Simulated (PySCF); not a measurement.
TDDFT excited states: C5H6O

Species: C5H6O.
SMILES: `C=C/C=C/C=O`

Method: TDDFT CAM-B3LYP/def2-SVPD, vertical, gas phase, core orbitals frozen in the response in PySCF 2.14.0, density-fitted response routines. Geometry: PBE0-D3(BJ)/def2-SVP, one conformer, isolated molecule. Torsions of this conformer, `[CH2:1]=[CH:2]/[CH:3]=[CH:4]/[CH:5]=[O:6]`: C1–C2–C3–C4 180°, C3–C4–C5–O6 179°.

Question: Predict the UV-vis stick spectrum at this level.

Answer: 

```
state  E (eV)  E (hartree)       f  symmetry     main configurations (H = HOMO, L = LUMO)
   S1    3.72       0.1366  0.0001         –                   H-1→L (86%), H-1→L+2 (12%)
   S2    5.15       0.1893   0.856        A′                                    H→L (97%)
   S3    6.78       0.2491  0.0006         –    H-1→L+2 (41%), H-1→L+5 (29%), H-3→L (15%)
   S4    7.04       0.2587  0.0000         –                                  H-3→L (77%)
   S5    7.12       0.2618   0.017        A′        H-2→L (58%), H→L+2 (30%), H→L+5 (10%)
   S6    7.20       0.2646  0.0037        A″                                  H→L+1 (92%)
   S7    7.27       0.2671  0.0047        A″                                  H→L+3 (93%)
   S8    7.47       0.2744   0.064        A′                     H→L+2 (55%), H-2→L (22%)
   S9    7.64       0.2808   0.024        A′  H-1→L+1 (27%), H-1→L+4 (27%), H-1→L+3 (13%)
  S10    7.68       0.2821  0.0001         –                                  H-4→L (89%)
```

Triplets, Tamm–Dancoff:

```csv
state,E (eV),λ (nm),"main configurations (H = HOMO, L = LUMO)"
T1,2.77,447.4,H→L (93%)
T2,3.21,385.7,"H-1→L (82%), H-1→L+2 (15%)"
T3,4.67,265.3,"H-2→L (57%), H→L+2 (33%)"
T4,6.00,206.6,"H-5→L (45%), H→L+5 (26%), H-2→L+2 (8%)"
```

The lowest singlet comes at 333 nm (359 kJ/mol) in the ultraviolet; it is dark (f under 0.0005); its leading configuration is HOMO-1→LUMO (86%). The most intense listed level is S2 at 5.15 eV (241 nm, f = 0.856), 1.43 eV above S1. Löwdin shares by element: HOMO carbon 79% or more (atoms not listed hold the other 21%); LUMO carbon 52% or more, oxygen 15% (atoms not listed hold the other 33%). Weighted by f, the mean energy of these states is 5.42 eV. Orbital energies (eV): HOMO-3 -12.09, HOMO-2 -11.33, HOMO-1 -9.02, HOMO -8.68, LUMO -1.28, LUMO+1 1.37, LUMO+2 1.51. The listed states span 3.96 eV, and the widest gap between neighbours is 1.63 eV (S2 to S3). All these states lie below the vertical ionisation energy of 9.45 eV (ΔSCF). Symmetry labels in Cs follow from the direction of the transition dipole and are given only for states with f of 0.002 or more. The window holds the lowest 10 singlets.
